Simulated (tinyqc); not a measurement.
Orbital energy against energy difference: ionisation energy by orbital energies and by energy differences in the 6-31g* basis, for NH3, spin multiplicity 1. Computed by the program tinyqc with PySCF. 

Geometry (angstrom):
```
atom,x,y,z
N,0.0000,0.0000,0.4070
H,0.8540,0.0000,0.0000
H,-0.4270,0.7390,0.0000
H,-0.4270,-0.7390,0.0000
```

CCSD(T) difference in the same basis = 10.7172 eV

IP-EOM-CCSD = 10.6665 eV

The cation is unrestricted; errors are against CCSD(T) in this basis, not against experiment.

First vertical ionisation energy (eV):
```
method,-e(HOMO),E(cation) - E,error of -e(HOMO),error of the difference
HF,11.858,9.74664,1.141,-0.971
LDA,5.697,11.35190,-5.020,0.635
PBE,5.655,11.08493,-5.062,0.368
B3LYP,7.119,11.15472,-3.598,0.438
PBE0,7.462,11.04280,-3.256,0.326
CAM-B3LYP,8.950,11.15409,-1.768,0.437
LC-wPBE,10.491,11.15940,-0.227,0.442
```

Koopmans errs by +1.14 eV and Delta-HF by -0.97 eV: relaxation, 2.11 eV, lowers the value and the missing correlation difference works against it. The PBE level is off by -5.1 eV through the wrong tail of its potential, though its energy difference is off by +0.37 eV; exact exchange deepens the level, and among the orbital energies LC-wPBE comes closest; among the differences PBE0 does.
